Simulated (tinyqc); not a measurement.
Worked calculation (part 1 of 2): RHF in the sto-3g basis, for H2O, spin multiplicity 1. Computed by tinyqc, a small Python program that keeps every step (integrals from PySCF). Settings: charge = 0, multiplicity = 1, basis = sto-3g, energy threshold = 1e-10, iteration cap = 64, orthogonalisation = symmetric, start = highest core orbitals, DIIS depth = 4, method = RHF. Command: `OMP_NUM_THREADS=1 python tinyqc.py 21717 21718 out.jsonl` (the two numbers bound the seeds that draw the settings). One thread of a shared host (Intel(R) Xeon(R) Processor @ 2.60GHz), about 0.06 s of CPU time with the checks. Later iterations appear only in the table of the cycle.

## One-electron integrals

Geometry (angstrom):
```
atom         x          y         z
O     0.000000   0.000000  0.000000
H     0.000000   0.821000  0.728000
H     0.000000  -0.826000  0.732000
```

Basis sto-3g: exponents (1/bohr^2) and contraction coefficients of normalised primitives:
```
element  l (shell)    exponent  coefficient
O            s (1)  130.709320     0.154329
O            s (1)   23.808861     0.535328
O            s (1)    6.443608     0.444635
O            s (2)    5.033151    -0.099967
O            s (2)    1.169596     0.399513
O            s (2)    0.380389     0.700115
O            p (3)    5.033151     0.155916
O            p (3)    1.169596     0.607684
O            p (3)    0.380389     0.391957
H            s (1)    3.425251     0.154329
H            s (1)    0.623914     0.535328
H            s (1)    0.168855     0.444635
```

Overlap, kinetic and nuclear-attraction integrals over the contracted functions; the nuclear repulsion is the sum of Za Zb / Rab.

nuclear repulsion = 8.01513999 hartree

overlap S, order 1O 1s, 1O 2s, 1O 2px, 1O 2py, 1O 2pz, 2H 1s, 3H 1s:
$$\begin{pmatrix}
1.000000 & 0.236704 & 0.000000 & 0.000000 & 0.000000 & 0.038655 & 0.038071 \\
0.236704 & 1.000000 & 0.000000 & 0.000000 & 0.000000 & 0.387727 & 0.383999 \\
0.000000 & 0.000000 & 1.000000 & 0.000000 & 0.000000 & 0.000000 & 0.000000 \\
0.000000 & 0.000000 & 0.000000 & 1.000000 & 0.000000 & 0.255660 & -0.253894 \\
0.000000 & 0.000000 & 0.000000 & 0.000000 & 1.000000 & 0.226700 & 0.225000 \\
0.038655 & 0.387727 & 0.000000 & 0.255660 & 0.226700 & 1.000000 & 0.207141 \\
0.038071 & 0.383999 & 0.000000 & -0.253894 & 0.225000 & 0.207141 & 1.000000
\end{pmatrix}$$

kinetic energy T (hartree), order 1O 1s, 1O 2s, 1O 2px, 1O 2py, 1O 2pz, 2H 1s, 3H 1s:
$$\begin{pmatrix}
29.003200 & -0.168011 & 0.000000 & 0.000000 & 0.000000 & -0.008371 & -0.008474 \\
-0.168011 & 0.808128 & 0.000000 & 0.000000 & 0.000000 & 0.071438 & 0.069283 \\
0.000000 & 0.000000 & 2.528731 & 0.000000 & 0.000000 & 0.000000 & 0.000000 \\
0.000000 & 0.000000 & 0.000000 & 2.528731 & 0.000000 & 0.140876 & -0.138068 \\
0.000000 & 0.000000 & 0.000000 & 0.000000 & 2.528731 & 0.124918 & 0.122356 \\
-0.008371 & 0.071438 & 0.000000 & 0.140876 & 0.124918 & 0.760032 & -0.000177 \\
-0.008474 & 0.069283 & 0.000000 & -0.138068 & 0.122356 & -0.000177 & 0.760032
\end{pmatrix}$$

nuclear attraction V (hartree), order 1O 1s, 1O 2s, 1O 2px, 1O 2py, 1O 2pz, 2H 1s, 3H 1s:
$$\begin{pmatrix}
-61.580185 & -7.410725 & 0.000000 & -0.000100 & -0.015582 & -1.239834 & -1.220904 \\
-7.410725 & -10.008678 & 0.000000 & -0.001094 & -0.190446 & -2.997102 & -2.962698 \\
0.000000 & 0.000000 & -9.875547 & 0.000000 & 0.000000 & 0.000000 & 0.000000 \\
-0.000100 & -0.001094 & 0.000000 & -9.976146 & -0.000650 & -1.738039 & 1.721418 \\
-0.015582 & -0.190446 & 0.000000 & -0.000650 & -9.954600 & -1.596931 & -1.581103 \\
-1.239834 & -2.997102 & 0.000000 & -1.738039 & -1.596931 & -5.324486 & -1.200394 \\
-1.220904 & -2.962698 & 0.000000 & 1.721418 & -1.581103 & -1.200394 & -5.304603
\end{pmatrix}$$

core Hamiltonian H = T + V (hartree), order 1O 1s, 1O 2s, 1O 2px, 1O 2py, 1O 2pz, 2H 1s, 3H 1s:
$$\begin{pmatrix}
-32.576985 & -7.578736 & 0.000000 & -0.000100 & -0.015582 & -1.248205 & -1.229378 \\
-7.578736 & -9.200550 & 0.000000 & -0.001094 & -0.190446 & -2.925664 & -2.893416 \\
0.000000 & 0.000000 & -7.346816 & 0.000000 & 0.000000 & 0.000000 & 0.000000 \\
-0.000100 & -0.001094 & 0.000000 & -7.447415 & -0.000650 & -1.597163 & 1.583350 \\
-0.015582 & -0.190446 & 0.000000 & -0.000650 & -7.425868 & -1.472013 & -1.458747 \\
-1.248205 & -2.925664 & 0.000000 & -1.597163 & -1.472013 & -4.564454 & -1.200572 \\
-1.229378 & -2.893416 & 0.000000 & 1.583350 & -1.458747 & -1.200572 & -4.544571
\end{pmatrix}$$

## Two-electron integrals

Functions are numbered as in S; the eight-fold symmetry (ij|kl) = (ji|kl) = (kl|ij) leaves the list below.

Two-electron integrals (ij|kl) in chemists' order, unique and non-zero (hartree):
```
(11|11) 4.785065    (21|11) 0.741380    (21|21) 0.136873    (22|11) 1.118947
(22|21) 0.256633    (22|22) 0.817206    (31|31) 0.024477    (32|31) 0.037809
(32|32) 0.180518    (33|11) 1.115814    (33|21) 0.256684    (33|22) 0.817023
(33|33) 0.880159    (41|41) 0.024477    (42|41) 0.037809    (42|42) 0.180518
(43|43) 0.047444    (44|11) 1.115814    (44|21) 0.256684    (44|22) 0.817023
(44|33) 0.785270    (44|44) 0.880159    (51|51) 0.024477    (52|51) 0.037809
(52|52) 0.180518    (53|53) 0.047444    (54|54) 0.047444    (55|11) 1.115814
(55|21) 0.256684    (55|22) 0.817023    (55|33) 0.785270    (55|44) 0.785270
(55|55) 0.880159    (61|11) 0.122583    (61|21) 0.022455    (61|22) 0.041882
(61|33) 0.041800    (61|41) 0.000772    (61|42) 0.001452    (61|44) 0.041942
(61|51) 0.000684    (61|52) 0.001288    (61|54) 0.000125    (61|55) 0.041911
(61|61) 0.003731    (62|11) 0.314887    (62|21) 0.073199    (62|22) 0.260101
(62|33) 0.255554    (62|41) 0.004119    (62|42) 0.032206    (62|44) 0.263049
(62|51) 0.003653    (62|52) 0.028557    (62|54) 0.006646    (62|55) 0.261447
(62|61) 0.012261    (62|62) 0.104727    (63|31) 0.007454    (63|32) 0.044134
(63|43) 0.006593    (63|53) 0.005847    (63|63) 0.014495    (64|11) 0.174983
(64|21) 0.041183    (64|22) 0.156232    (64|33) 0.149235    (64|41) 0.009476
(64|42) 0.062327    (64|44) 0.166691    (64|51) 0.001793    (64|52) 0.016132
(64|54) 0.009632    (64|55) 0.152592    (64|61) 0.007185    (64|62) 0.076441
(64|64) 0.069645    (65|11) 0.155162    (65|21) 0.036518    (65|22) 0.138535
(65|33) 0.132330    (65|41) 0.001793    (65|42) 0.016132    (65|44) 0.136116
(65|51) 0.009044    (65|52) 0.058439    (65|54) 0.009950    (65|55) 0.147000
(65|61) 0.006372    (65|62) 0.067782    (65|64) 0.048903    (65|65) 0.057858
(66|11) 0.471778    (66|21) 0.111438    (66|22) 0.455533    (66|33) 0.437570
(66|41) 0.007734    (66|42) 0.084588    (66|44) 0.467419    (66|51) 0.006858
(66|52) 0.075007    (66|54) 0.026468    (66|55) 0.461040    (66|61) 0.018805
(66|62) 0.236654    (66|64) 0.197108    (66|65) 0.174780    (66|66) 0.774606
(71|11) 0.120716    (71|21) 0.022114    (71|22) 0.041249    (71|33) 0.041168
(71|41) -0.000760   (71|42) -0.001430   (71|44) 0.041307    (71|51) 0.000673
(71|52) 0.001267    (71|54) -0.000124   (71|55) 0.041277    (71|61) 0.003623
(71|62) 0.011728    (71|64) 0.006310    (71|65) 0.006100    (71|66) 0.017841
(71|71) 0.003619    (72|11) 0.311245    (72|21) 0.072357    (72|22) 0.257246
(72|33) 0.252741    (72|41) -0.004073   (72|42) -0.031893   (72|44) 0.260170
(72|51) 0.003609    (72|52) 0.028263    (72|54) -0.006583   (72|55) 0.258575
(72|61) 0.011771    (72|62) 0.084143    (72|64) 0.042435    (72|65) 0.053024
(72|66) 0.155705    (72|71) 0.011936    (72|72) 0.102596    (73|31) 0.007354
(73|32) 0.043596    (73|43) -0.006522   (73|53) 0.005780    (73|63) 0.011260
(73|73) 0.014172    (74|11) -0.173351   (74|21) -0.040801   (74|22) -0.154863
(74|33) -0.147934   (74|41) 0.009357    (74|42) 0.061645    (74|44) -0.165216
(74|51) -0.001775   (74|52) -0.015995   (74|54) 0.009535    (74|55) -0.151262
(74|61) -0.006349   (74|62) -0.042571   (74|64) -0.010651   (74|65) -0.026272
(74|66) -0.070862   (74|71) -0.007010   (74|72) -0.075057   (74|74) 0.068448
(75|11) 0.153624    (75|21) 0.036158    (75|22) 0.137240    (75|33) 0.131099
(75|41) -0.001775   (75|42) -0.015995   (75|44) 0.134854    (75|51) 0.008927
(75|52) 0.057770    (75|54) -0.009850   (75|55) 0.145609    (75|61) 0.006132
(75|62) 0.053084    (75|64) 0.026222    (75|65) 0.044219    (75|66) 0.107404
(75|71) 0.006212    (75|72) 0.066516    (75|74) -0.048100   (75|75) 0.056798
(76|11) 0.117802    (76|21) 0.027672    (76|22) 0.107783    (76|33) 0.105040
(76|41) -2.91e-06   (76|42) -0.000036   (76|44) 0.106929    (76|51) 0.002090
(76|52) 0.019923    (76|54) -0.000010   (76|55) 0.111258    (76|61) 0.004596
(76|62) 0.044106    (76|64) 0.027874    (76|65) 0.032098    (76|66) 0.106592
(76|71) 0.004527    (76|72) 0.043705    (76|74) -0.027722   (76|75) 0.031853
(76|76) 0.023602    (77|11) 0.469304    (77|21) 0.110860    (77|22) 0.453484
(77|33) 0.435645    (77|41) -0.007669   (77|42) -0.084080   (77|44) 0.465304
(77|51) 0.006796    (77|52) 0.074512    (77|54) -0.026284   (77|55) 0.458938
(77|61) 0.018021    (77|62) 0.156731    (77|64) 0.071118    (77|65) 0.107958
(77|66) 0.317444    (77|71) 0.018422    (77|72) 0.233762    (77|74) -0.195147
(77|75) 0.172939    (77|76) 0.106592    (77|77) 0.774606
```

## Orthogonalisation

S = U s U^T; symmetric (Loewdin) form X = U s^(-1/2) U^T, so that X^T S X = 1.

eigenvalues of S: [0.434679, 0.521582, 0.880392, 1.000000, 1.107804, 1.271322, 1.784221]

X, order 1O 1s, 1O 2s, 1O 2px, 1O 2py, 1O 2pz, 2H 1s, 3H 1s:
$$\begin{pmatrix}
1.023609 & -0.136643 & 0.000000 & -0.000080 & -0.007948 & 0.018843 & 0.018663 \\
-0.136643 & 1.155895 & 0.000000 & 0.001008 & 0.076638 & -0.221184 & -0.217759 \\
0.000000 & 0.000000 & 1.000000 & 0.000000 & 0.000000 & 0.000000 & 0.000000 \\
-0.000080 & 0.001008 & 0.000000 & 1.067041 & 0.000516 & -0.169951 & 0.168368 \\
-0.007948 & 0.076638 & 0.000000 & 0.000516 & 1.043841 & -0.126850 & -0.125192 \\
0.018843 & -0.221184 & 0.000000 & -0.169951 & -0.126850 & 1.132569 & -0.073368 \\
0.018663 & -0.217759 & 0.000000 & 0.168368 & -0.125192 & -0.073368 & 1.129850
\end{pmatrix}$$

## Starting guess

The start is the highest orbitals of the core Hamiltonian (a deliberately bad start); D = 2 C_occ C_occ^T.

D at the start, order 1O 1s, 1O 2s, 1O 2px, 1O 2py, 1O 2pz, 2H 1s, 3H 1s:
$$\begin{pmatrix}
0.021244 & -0.114012 & 0.000000 & 0.001262 & 0.148278 & 0.067146 & 0.066539 \\
-0.114012 & 0.716252 & 0.000000 & -0.002569 & -0.506181 & -0.686835 & -0.674208 \\
0.000000 & 0.000000 & 2.000000 & 0.000000 & 0.000000 & 0.000000 & 0.000000 \\
0.001262 & -0.002569 & 0.000000 & 2.391583 & -0.000624 & -0.771634 & 0.765422 \\
0.148278 & -0.506181 & 0.000000 & -0.000624 & 1.838598 & -0.429602 & -0.423072 \\
0.067146 & -0.686835 & 0.000000 & -0.771634 & -0.429602 & 2.718538 & -0.305740 \\
0.066539 & -0.674208 & 0.000000 & 0.765422 & -0.423072 & -0.305740 & 2.702950
\end{pmatrix}$$

## Iteration 1: building the Fock matrix

J_ij = sum D_kl (ij|kl), K_ij = sum D_kl (ik|jl); F = H + J - 0.5 K; E = tr D H + tr D J / 2 - 0.25 tr D K + E_nn.

Coulomb J (hartree), order 1O 1s, 1O 2s, 1O 2px, 1O 2py, 1O 2pz, 2H 1s, 3H 1s:
$$\begin{pmatrix}
8.546356 & 1.973070 & 0.000000 & -0.000335 & -0.025793 & 0.321160 & 0.316331 \\
1.973070 & 6.632612 & 0.000000 & -0.001495 & -0.003883 & 2.268820 & 2.245529 \\
0.000000 & 0.000000 & 6.573214 & 0.000000 & 0.000000 & 0.000000 & 0.000000 \\
-0.000335 & -0.001495 & 0.000000 & 6.690427 & 0.000123 & 1.430418 & -1.419812 \\
-0.025793 & -0.003883 & 0.000000 & 0.000123 & 6.629769 & 1.279660 & 1.268835 \\
0.321160 & 2.268820 & 0.000000 & 1.430418 & 1.279660 & 4.792012 & 1.029383 \\
0.316331 & 2.245529 & 0.000000 & -1.419812 & 1.268835 & 1.029383 & 4.782742
\end{pmatrix}$$

exchange K (hartree), order 1O 1s, 1O 2s, 1O 2px, 1O 2py, 1O 2pz, 2H 1s, 3H 1s:
$$\begin{pmatrix}
0.169196 & 0.226849 & 0.000000 & -0.000230 & -0.026145 & 0.042794 & 0.042297 \\
0.226849 & 1.333257 & 0.000000 & -0.005654 & -0.656777 & 0.452119 & 0.449420 \\
0.000000 & 0.000000 & 2.005531 & 0.000000 & 0.000000 & 0.000000 & 0.000000 \\
-0.000230 & -0.005654 & 0.000000 & 2.096411 & -0.001770 & 0.471257 & -0.471105 \\
-0.026145 & -0.656777 & 0.000000 & -0.001770 & 1.795867 & 0.216326 & 0.215803 \\
0.042794 & 0.452119 & 0.000000 & 0.471257 & 0.216326 & 1.591199 & 0.235675 \\
0.042297 & 0.449420 & 0.000000 & -0.471105 & 0.215803 & 0.235675 & 1.593107
\end{pmatrix}$$

Fock matrix F (hartree), order 1O 1s, 1O 2s, 1O 2px, 1O 2py, 1O 2pz, 2H 1s, 3H 1s:
$$\begin{pmatrix}
-24.115228 & -5.719090 & 0.000000 & -0.000320 & -0.028302 & -0.948442 & -0.934195 \\
-5.719090 & -3.234566 & 0.000000 & 0.000237 & 0.134060 & -0.882903 & -0.872597 \\
0.000000 & 0.000000 & -1.776368 & 0.000000 & 0.000000 & 0.000000 & 0.000000 \\
-0.000320 & 0.000237 & 0.000000 & -1.805194 & 0.000358 & -0.402374 & 0.399090 \\
-0.028302 & 0.134060 & 0.000000 & 0.000358 & -1.694033 & -0.300516 & -0.297814 \\
-0.948442 & -0.882903 & 0.000000 & -0.402374 & -0.300516 & -0.568042 & -0.289026 \\
-0.934195 & -0.872597 & 0.000000 & 0.399090 & -0.297814 & -0.289026 & -0.558383
\end{pmatrix}$$

total energy of this density = -28.06263204 hartree

## Iteration 1: diagonalisation and new density

Diagonalise F' = X^T F X, C = X C', fill 5 alpha and 5 beta electrons from the bottom; D = 2 C_occ C_occ^T. Each column has its largest component positive (the first on a tie).

F' = X^T F X (hartree):
$$\begin{pmatrix}
-23.790953 & -2.651324 & 0.000000 & -0.000371 & -0.058074 & -0.156688 & -0.152848 \\
-2.651324 & -2.235121 & 0.000000 & 0.000877 & 0.176046 & -0.277900 & -0.274169 \\
0.000000 & 0.000000 & -1.776368 & 0.000000 & 0.000000 & 0.000000 & 0.000000 \\
-0.000371 & 0.000877 & 0.000000 & -1.781708 & 0.000671 & -0.156923 & 0.155689 \\
-0.058074 & 0.176046 & 0.000000 & 0.000671 & -1.676972 & -0.104207 & -0.102846 \\
-0.156688 & -0.277900 & 0.000000 & -0.156923 & -0.104207 & -0.252663 & -0.076160 \\
-0.152848 & -0.274169 & 0.000000 & 0.155689 & -0.102846 & -0.076160 & -0.248685
\end{pmatrix}$$

orbital energies (hartree): MO1 -24.115272, MO2 -2.052294, MO3 -1.811559, MO4 -1.776368, MO5 -1.639383, MO6 -0.222950, MO7 -0.144644

coefficients C, order 1O 1s, 1O 2s, 1O 2px, 1O 2py, 1O 2pz, 2H 1s, 3H 1s:
$$\begin{pmatrix}
0.999909 & -0.229934 & 0.000076 & 0.000000 & -0.095827 & 0.073091 & 0.000632 \\
0.000289 & 0.982597 & -0.000262 & 0.000000 & 0.413655 & -0.566003 & -0.003801 \\
0.000000 & 0.000000 & 0.000000 & 1.000000 & 0.000000 & 0.000000 & 0.000000 \\
0.000015 & -0.000569 & 1.025426 & 0.000000 & 0.002914 & -0.007567 & 0.379796 \\
0.001132 & -0.354375 & -0.002789 & 0.000000 & 0.948486 & -0.319504 & -0.002309 \\
0.000279 & -0.034414 & -0.053575 & 0.000000 & -0.044614 & 0.801519 & -0.856662 \\
0.000282 & -0.034190 & 0.053740 & 0.000000 & -0.044472 & 0.774116 & 0.876608
\end{pmatrix}$$

D after iteration 1, order 1O 1s, 1O 2s, 1O 2px, 1O 2py, 1O 2pz, 2H 1s, 3H 1s:
$$\begin{pmatrix}
2.123742 & -0.530566 & 0.000000 & -0.000111 & -0.016553 & 0.024925 & 0.024818 \\
-0.530566 & 2.273214 & 0.000000 & 0.000755 & 0.088278 & -0.104512 & -0.104009 \\
0.000000 & 0.000000 & 2.000000 & 0.000000 & 0.000000 & 0.000000 & 0.000000 \\
-0.000111 & 0.000755 & 0.000000 & 2.103015 & 0.000212 & -0.110094 & 0.109992 \\
-0.016553 & 0.088278 & 0.000000 & 0.000212 & 2.050433 & -0.059942 & -0.060428 \\
0.024925 & -0.104512 & 0.000000 & -0.110094 & -0.059942 & 0.012090 & 0.000563 \\
0.024818 & -0.104009 & 0.000000 & 0.109992 & -0.060428 & 0.000563 & 0.012069
\end{pmatrix}$$

## Iteration 2: building the Fock matrix

As before.

Coulomb J (hartree), order 1O 1s, 1O 2s, 1O 2px, 1O 2py, 1O 2pz, 2H 1s, 3H 1s:
$$\begin{pmatrix}
18.564457 & 3.539924 & 0.000000 & 0.000011 & 0.001637 & 0.580981 & 0.572168 \\
3.539924 & 8.794919 & 0.000000 & 0.000012 & -0.000331 & 2.713550 & 2.683387 \\
0.000000 & 0.000000 & 8.788180 & 0.000000 & 0.000000 & 0.000000 & 0.000000 \\
0.000011 & 0.000012 & 0.000000 & 8.787025 & -0.000022 & 1.600283 & -1.586070 \\
0.001637 & -0.000331 & 0.000000 & -0.000022 & 8.786119 & 1.418112 & 1.404682 \\
0.580981 & 2.713550 & 0.000000 & 1.600283 & 1.418112 & 4.576184 & 1.097171 \\
0.572168 & 2.683387 & 0.000000 & -1.586070 & 1.404682 & 1.097171 & 4.554857
\end{pmatrix}$$

exchange K (hartree), order 1O 1s, 1O 2s, 1O 2px, 1O 2py, 1O 2pz, 2H 1s, 3H 1s:
$$\begin{pmatrix}
9.839704 & 1.715575 & 0.000000 & 0.000006 & 0.000643 & 0.298007 & 0.293584 \\
1.715575 & 2.867871 & 0.000000 & 0.000058 & 0.008898 & 0.834350 & 0.824488 \\
0.000000 & 0.000000 & 2.358113 & 0.000000 & 0.000000 & 0.000000 & 0.000000 \\
0.000006 & 0.000058 & 0.000000 & 2.366765 & -0.000028 & 0.396659 & -0.392629 \\
0.000643 & 0.008898 & 0.000000 & -0.000028 & 2.360111 & 0.359239 & 0.355326 \\
0.298007 & 0.834350 & 0.000000 & 0.396659 & 0.359239 & 0.429155 & 0.241307 \\
0.293584 & 0.824488 & 0.000000 & -0.392629 & 0.355326 & 0.241307 & 0.419987
\end{pmatrix}$$

Fock matrix F (hartree), order 1O 1s, 1O 2s, 1O 2px, 1O 2py, 1O 2pz, 2H 1s, 3H 1s:
$$\begin{pmatrix}
-18.932381 & -4.896599 & 0.000000 & -0.000092 & -0.014266 & -0.816228 & -0.804002 \\
-4.896599 & -1.839567 & 0.000000 & -0.001111 & -0.195226 & -0.629289 & -0.622272 \\
0.000000 & 0.000000 & 0.262308 & 0.000000 & 0.000000 & 0.000000 & 0.000000 \\
-0.000092 & -0.001111 & 0.000000 & 0.156227 & -0.000659 & -0.195209 & 0.193594 \\
-0.014266 & -0.195226 & 0.000000 & -0.000659 & 0.180195 & -0.233520 & -0.231728 \\
-0.816228 & -0.629289 & 0.000000 & -0.195209 & -0.233520 & -0.202847 & -0.224055 \\
-0.804002 & -0.622272 & 0.000000 & 0.193594 & -0.231728 & -0.224055 & -0.199707
\end{pmatrix}$$

total energy of this density = -73.64943265 hartree

## Iteration 2: DIIS over 2 matrices

error matrix X^T (FDS - SDF) X:
$$\begin{pmatrix}
0.000000 & 0.057450 & 0.000000 & 0.000335 & 0.027215 & -0.208914 & -0.206884 \\
-0.057450 & 0.000000 & 0.000000 & 0.001142 & 0.073662 & 0.399872 & 0.395920 \\
0.000000 & 0.000000 & 0.000000 & 0.000000 & 0.000000 & 0.000000 & 0.000000 \\
-0.000335 & -0.001142 & 0.000000 & 0.000000 & -0.000211 & 0.590969 & -0.586949 \\
-0.027215 & -0.073662 & 0.000000 & 0.000211 & 0.000000 & 0.457269 & 0.452846 \\
0.208914 & -0.399872 & 0.000000 & -0.590969 & -0.457269 & 0.000000 & 0.000208 \\
0.206884 & -0.395920 & 0.000000 & 0.586949 & -0.452846 & -0.000208 & 0.000000
\end{pmatrix}$$

B (overlaps of the stored error matrices):
$$\begin{pmatrix}
6.5360085e-01 & -6.0347886e-01 \\
-6.0347886e-01 & 3.0409689e+00
\end{pmatrix}$$

Minimise |sum c_i e_i|^2 with sum c_i = 1: solve [B -1; -1 0][c; lambda] = [0; -1] with B_ij = tr e_i^T e_j, and take F = sum c_i F_i.

DIIS coefficients: [0.743533, 0.256467]

extrapolated F (hartree), order 1O 1s, 1O 2s, 1O 2px, 1O 2py, 1O 2pz, 2H 1s, 3H 1s:
$$\begin{pmatrix}
-22.785999 & -5.508148 & 0.000000 & -0.000261 & -0.024702 & -0.914533 & -0.900805 \\
-5.508148 & -2.876795 & 0.000000 & -0.000109 & 0.049609 & -0.817860 & -0.808397 \\
0.000000 & 0.000000 & -1.253515 & 0.000000 & 0.000000 & 0.000000 & 0.000000 \\
-0.000261 & -0.000109 & 0.000000 & -1.302154 & 0.000097 & -0.349243 & 0.346388 \\
-0.024702 & 0.049609 & 0.000000 & 0.000097 & -1.213355 & -0.283334 & -0.280865 \\
-0.914533 & -0.817860 & 0.000000 & -0.349243 & -0.283334 & -0.474381 & -0.272363 \\
-0.900805 & -0.808397 & 0.000000 & 0.346388 & -0.280865 & -0.272363 & -0.466394
\end{pmatrix}$$
